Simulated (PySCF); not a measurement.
**Gas-phase thermal properties of CH₂CO (ketene)**

Energies from PySCF (xtb for GFN2), thermal terms from the rigid-rotor harmonic-oscillator model, ideal gas at 1 bar. The comparison is the NASA 1993 polynomial table, which mixes measured and estimated data. 6-31G* has spherical d functions here. All species are closed-shell singlets. B3LYP is the form with VWN-RPA correlation. The harmonic model lacks anharmonicity and excited electronic states, which grow with temperature; levels with a mode under 35 cm⁻¹ are left out. The table's entry may be an old estimate for CH₂CO (ketene) (not checked at source).

| level | point group | σ | ZPE (kJ/mol) | S°298 (J/mol/K) | Cp298 (J/mol/K) | S°1000 (J/mol/K) | H1000 − H298 (kJ/mol) |
|---|---|---|---|---|---|---|---|
| table | - | - | - | 241.9 | 51.7 | 324.3 | 50.1 |
| B3LYP/6-31G* | C2v | 2 | 83.4 | 241.6 | 51.2 | 323.0 | 49.5 |
| GFN2-xTB | C2v | 2 | 81.2 | 242.9 | 52.5 | 325.4 | 50.1 |
| HF/6-31G* | C2v | 2 | 89.8 | 239.1 | 48.0 | 317.1 | 47.6 |
| PBE/def2-SVP | C2v | 2 | 80.2 | 243.1 | 52.8 | 326.2 | 50.4 |
| PBE0/def2-TZVP | C2v | 2 | 83.3 | 241.3 | 51.1 | 322.7 | 49.5 |
σ: rotational symmetry number. Electronic degeneracy used: 1. Frequencies are unscaled.
